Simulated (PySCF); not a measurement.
formaldehyde (CH2O), SMILES C=O.

Coordinates come from a r2SCAN-D4/def2-TZVPD optimisation.

All values below come from B3LYP/def2-TZVPD run with PySCF.

Symmetry labels are those of the subgroup C2v that the program uses (full group C2v).

Computed valence orbital energies around the gap with their symmetry:
```
orbital  symmetry  energy (eV)
-------  --------  -----------
HOMO−7         A1      -521.18
HOMO−6         A1      -279.69
HOMO−5         A1       -29.22
HOMO−4         A1       -17.50
HOMO−3         B2       -13.77
HOMO−2         A1       -12.62
HOMO−1         B1       -11.26
HOMO           B2        -7.66
LUMO           B1        -1.71
LUMO+1         A1         0.15
LUMO+2         B2         1.39
LUMO+3         A1         1.48
```
